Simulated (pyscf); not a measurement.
Thermochemistry of product channels of O=Mo(=O)(F)–F + H• on the doublet surface, in eV, from ωB97M-D3(BJ)/def2-TZVP energies (ideal gas, 1 atm, RRHO with modes under 100 cm⁻¹ raised to 100, one conformer, R ln 2 for chiral ones without a mode under 150 cm⁻¹). Single points on ωB97X-D3(BJ)/def2-SVP structures (PySCF, gas phase).

| products | ΔE | ΔH(298 K) | ΔG(298 K) | ΔG(1200 K) |
|---|---|---|---|---|
| [O=Mo(=O)–F]• + HF | -0.39 | -0.23 | -0.39 | -0.80 |
| [O=Mo(OH)(F)–F]• | -2.26 | -2.04 | -1.79 | -0.98 |

These are energies of the channels, which say nothing of barriers. Open-shell species with a d-block atom are single-reference here; other states, and whether the spin sits on metal or ligand, were not checked. Elements past Kr carry the def2 core potentials, without spin-orbit coupling.
